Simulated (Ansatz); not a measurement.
`[Cl][Mg][Cl]` + NH₃ → `[NH2][Mg][Cl]` + HCl  (ligand exchange at a Mg–Cl bond)

Program: Ansatz. Geometries: PBE0-D4/def2-TZVP. ΔE: electronic, gas phase. CBS: MP2 limit from def2 TZ/QZ plus the TZ coupled-cluster correction, frozen cores. This one scheme is used for every species. Functionals use def2-TZVPP. For Mg outer-core shells are correlated without core-valence functions, which leaves a few kJ/mol of doubt a bond. One conformer a species, not always the lowest.

CCSD(T)/CBS gives +139.7 kJ/mol.

Question: Another level gave +138.8 kJ/mol. Which?
A. BLYP-D4/def2-TZVPP
B. RPA@PBE/def2-TZVPP
C. r2SCANh/def2-TZVPP
D. CAM-B3LYP-D4/def2-TZVPP

Answer: D. CAM-B3LYP-D4 138.8, RPA@PBE/def2-TZVPP 130.1, r2SCANh 145.6, BLYP-D4 134.5 kJ/mol.

Largest T1 diagnostic among the species: 0.008.

From BLYP to BHLYP (50 % exact exchange), in def2-TZVPP and without D4, ΔE moves by +11.9 kJ/mol. In def2-TZVPP, CCSD(T) changes the Hartree–Fock value by −22.8 kJ/mol (the triples alone add −1.8 kJ/mol) and MP2 by −22.2 kJ/mol.
